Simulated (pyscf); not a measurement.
Thermochemistry of product channels of H₂ (SMILES [H][H]) + H₃C–O• (SMILES C[O]) on the doublet surface, in kcal/mol, from ωB97M-D3(BJ)/def2-TZVP energies (ideal gas, 1 atm, RRHO with modes under 100 cm⁻¹ raised to 100, one conformer, R ln 2 for rigid chiral ones). Single points on ωB97X-D3(BJ)/def2-SVP structures (PySCF, gas phase).

```tsv
products	ΔE	ΔH(298 K)	ΔG(298 K)	ΔG(600 K)
H₃C–OH (SMILES CO) + H• (SMILES [H])	-0.9	+1.7	+2.8	+4.0
H₂O (SMILES O) + CH₃• (SMILES [CH3])	-25.7	-22.6	-23.8	-25.1
```

These are energies of the channels, which say nothing of barriers. H₃C–O• lies 7.0 kcal/mol over its isomer •H₂C–OH, and others may lie lower still (electronic energy, ωB97M-D3(BJ)). The orbital near-degeneracy of the XH₃O or XH₃S radical is left out.
